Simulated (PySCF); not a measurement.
C3H5ClNO (doublet state).
Numbering: `[NH2:1][C:2](=[O:3])[CH:4][CH2:5][Cl:6]` (hydrogens: H7, H8 on N1; H9 on C4; H10, H11 on C5)

Structure used (GFN2-xTB), in Å, numbered top down from 1:
```xyz
11
C3H5ClNO angstrom
N      2.042   -0.134   -0.064
C      0.748   -0.429   -0.392
O      0.479   -1.194   -1.309
C     -0.254    0.190    0.445
C     -1.667   -0.001    0.153
Cl    -2.355    1.595   -0.411
H      2.275    0.575    0.607
H      2.771   -0.497   -0.655
H      0.038    0.868    1.231
H     -1.807   -0.713   -0.659
H     -2.265   -0.258    1.028
```

The hyperfine couplings belong to this conformer and change with its torsions.

Method: UKS B3LYP, pcH-1 on C Cl H N O, non-relativistic, mean-field spin-orbit, GIAO in PySCF. Geometry: GFN2-xTB, one conformer, isolated molecule. Couplings are sensitive to structure, and on GFN2-xTB geometries they can be far from those on DFT ones. Stability of the SCF solution: not tested.

(1) Give the principal g shifts and their parts.

(2) What are the electron Larmor frequencies g μB B/h along the three axes at 3350 mT?

(3) At 94.192 GHz, how far is the centre of the isotropic spectrum from where a free electron (g = 2.002319) resonates?

(4) What effective moment and Curie constant follow for a powder?

(5) In a frozen sample, at which fields do the three g values resonate at 9.5, 34, 94 and 263 GHz (hyperfine left aside), and which band first spreads them over more than twice a line width of 0.3 mT?

Answers

(1) 
| Δg (ppm) | 1 | 2 | 3 |
| --- | --- | --- | --- |
| relativistic mass correction | -191 | -191 | -191 |
| gauge correction | 10 | 14 | 28 |
| orbital Zeeman/spin–orbit | -664 | 639 | 2723 |
| total | -845 | 462 | 2560 |

So g = 2.00147, 2.00278, 2.00488 and g_iso = 2.00304; the tensor is rhombic: the two nearest values differ by 38 % of g3 − g1. 

(2) 93.8439, 93.9052, 94.0036 GHz for g1, g2 and g3, a range of 159.7 MHz.

(3) B = hν/(g μB) with μB/h = 13.99624 MHz/mT gives 3361.00 mT for the free electron and 3359.79 mT at g_iso, 1.22 mT lower.

(4) With the mean of g² = 4.0122 and S(S+1) = 0.75: μ_eff = √(⟨g²⟩S(S+1)) = 1.735 μB and χT = 0.12505·⟨g²⟩·S(S+1) = 0.376 cm³ K/mol (cgs; spin-Hamiltonian part alone).

(5) 
```json
{"band": "X", "GHz": "9.5", "B(g3) mT": "338.55", "B(g2) mT": "338.91", "B(g1) mT": "339.13", "spread mT": "0.58"}
{"band": "Q", "GHz": "34.0", "B(g3) mT": "1211.66", "B(g2) mT": "1212.92", "B(g1) mT": "1213.72", "spread mT": "2.06"}
{"band": "W", "GHz": "94.0", "B(g3) mT": "3349.87", "B(g2) mT": "3353.38", "B(g1) mT": "3355.57", "spread mT": "5.70"}
{"band": "J", "GHz": "263.0", "B(g3) mT": "9372.51", "B(g2) mT": "9382.33", "B(g1) mT": "9388.46", "spread mT": "15.95"}
```

The spread grows in proportion to the frequency. Q band is the first where it exceeds 0.6 mT.

The largest Mulliken spin populations are on C4 (+0.89), O3 (+0.14), Cl6 (+0.09) and C2 (-0.08). The positive populations add up to 1.19 and the negative ones to -0.19, together 2S = 1. The angles at C4 add up to 359.8°, so it is planar; its axial dipolar tensor and the negative coupling of its proton fit spin in a p orbital normal to that plane.

The HOMO–LUMO gaps are 7.07 eV among the α and 3.82 eV among the β orbitals.
